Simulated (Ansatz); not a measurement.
A CCSD(T) single point on CCl$_{3}$F (`FC(Cl)(Cl)Cl`).

```yaml
crystal:
  periodic: [false, false, false]
  atoms:
    - {symbol: F, position_ang: [0.922124, -0.835462, 0.668904]}
    - {symbol: C, position_ang: [0.054791, -0.055064, 0.024994]}
    - {symbol: Cl, position_ang: [-1.374377, 0.142685, 1.032835]}
    - {symbol: Cl, position_ang: [-0.370196, -0.829034, -1.497413]}
    - {symbol: Cl, position_ang: [0.817557, 1.503175, -0.270721]}
basis:
  gaussian: {orbitals: def2-SVP}
correlation: {method: ccsd_t}
```

```sh
$ ansatz run in.yaml --threads 4 --pin off --events-out ev --progress --plain --max-ram 10444MiB
```

The program prints (abridged):

```
Functional definition: HF
763 factors; integrals over basis functions are off by at most 1.3e-3 eV
mean field evaluation 1: about -41226.9284 eV, gradient 4.1e1 eV
mean field evaluation 2: about -41227.0560 eV, gradient 4.1e1 eV
mean field evaluation 4: about -41231.0985 eV, gradient 2.6e0 eV
mean field evaluation 8: about -41231.1442 eV, gradient 1.8e-1 eV
mean field -41231.14430202 eV, -1515.2166056259 hartree, gradient 1.0e-6 eV, S^2 0.000000; 0 other end points of the search recorded, 0 dependent functions left out
17 core orbitals not correlated: weight in the atoms' cores, before any rotation towards them, 1.000 or more for the frozen orbitals, at most 0.000 for the correlated occupied ones
reference -41231.14430202 eV, -1515.2166056259 hartree; 16, 16 occupied and 49, 49 virtual orbitals, 763 factors
second order -19.75154595 eV of doubles, -0.00000000 eV of singles
cycle   1  -20.17927261 eV  change   -4.3e-1 eV  update   9.6e-2
cycle   2  -20.60427834 eV  change   -4.3e-1 eV  update   2.8e-2
cycle   3  -20.70490252 eV  change   -1.0e-1 eV  update   1.3e-2
cycle   4  -20.70107021 eV  change    3.8e-3 eV  update   2.6e-3
cycle   5  -20.70105629 eV  change    1.4e-5 eV  update   1.2e-3
cycle   6  -20.70099438 eV  change    6.2e-5 eV  update   3.7e-4
cycle   7  -20.70068206 eV  change    3.1e-4 eV  update   1.3e-4
cycle   8  -20.70066445 eV  change    1.8e-5 eV  update   3.5e-5
perturbative correction -0.52760148 eV, -0.0193889968 hartree
Total energy: -41252.37256795 eV, -1515.9967300098 hartree
```

It took 1.1 s on 4 threads of an Arm Neoverse V1 on a shared host, with 0.37 GiB of host memory at the peak.

Correlation energy per correlated electron: -0.663 eV. T1 diagnostic: 0.0099.
